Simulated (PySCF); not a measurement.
Species, as SMILES: O=[O+][O-].
Geometry (B3LYP-D3(BJ)/def2-TZVP, fixed):
```
O
O 1 1.2535
O 1 1.2535 2 118.30
```
Charge 0, spin multiplicity 1.

Basis-set convergence of the mean static polarisability at HF with PySCF. All functions are spherical. Density fitting with generated auxiliary sets. No added dispersion term, no relativity. Reference: the value in d-aug-cc-pVTZ, 20.38 bohr³, itself unsure by roughly 0.3 % (its mean distance from aug-pcseg-3, aug-cc-pVQZ, aug-pcseg-2). Deviations are taken from unrounded values.

| basis | functions |
|---|---|
| STO-3G | 15 |
| 3-21G | 27 |
| 6-31G | 27 |
| 6-31G** | 42 |
| 6-31+G* | 54 |
| 6-311G** | 54 |
| 6-311+G** | 66 |
| 6-311++G(2d,2p) | 81 |
| 6-311++G(3df,3pd) | 117 |

**Question.** Which is the smallest Pople set listed that can be trusted to 1 % here, that is, within that of the reference together with its larger relatives (same family, alike in diffuse functions; a set with none to test it counts only in the reference's own line)?

**Answer.** Of the sets listed that have larger relatives (same family, alike in diffuse functions), none stays within 1 % of the reference together with them. Value minus reference over the reference: STO-3G -60.6, 3-21G -41.2, 6-31G -30.0, 6-31G** -25.7, 6-31+G* -9.8, 6-311G** -25.2, 6-311+G** -10.6, 6-311++G(2d,2p) -7.9, 6-311++G(3df,3pd) -3.3 %.
